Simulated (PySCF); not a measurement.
Consider 1-phosphapropyne, `CC#P` (C2H3P). Non-hydrogen atoms are numbered in `[CH3:1][C:2]#[P:3]`.

Energies: ωB97X-D3(BJ)/ma-def2-TZVP (PySCF, density fitting, integration grid level 2) on PBE0-D3(BJ)/ma-def2-SVP structures. The prefix ma- adds one diffuse s and one diffuse p function on all atoms but H. Thermal corrections: PBE0-D3(BJ)/ma-def2-SVP frequencies, unscaled, ideal gas at 298.15 K and 1 bar, quasi-RRHO entropy.

Q: What are the vertical and the adiabatic ionisation energy for forming the radical cation?

A: 9.83 eV vertical and 9.66 eV adiabatic, the latter with zero-point energy.

Q: Where does the unpaired spin of the relaxed radical cation sit?

A: P3 (phosphorus) 0.51, C2 (carbon) 0.41 (intrinsic atomic orbital populations).

Q: What oxidation potential follows in dichloromethane (IEF-PCM), given that Fc+/Fc comes at 4.70 V absolute with this functional and basis?

A: In the gas phase ΔG of oxidation is 9.597 eV, and solvation is -7.1 kJ/mol for the parent and -231.4 kJ/mol for the product, so the absolute potential is 7.27 V, or 2.57 V against Fc+/Fc. Fc+/Fc in dichloromethane, 4.70 V, is ωB97X-D3(BJ)/ma-def2-TZVP on PBE0-D3(BJ)/def2-SVP structures with GFN2-xTB thermal terms. Benchmark calculations put it near 5.0 V in acetonitrile and DMSO, so it is about 0.3 V low, and the value against it can read up to that much too high. The solvent is electrostatics only, on gas-phase structures; the absolute scale refers to an electron at rest in vacuum.

Q: How far is −ε(HOMO) from the vertical value by ΔSCF?

A: −ε(HOMO) = 9.79 eV, which is 0.04 eV below the ΔSCF value.
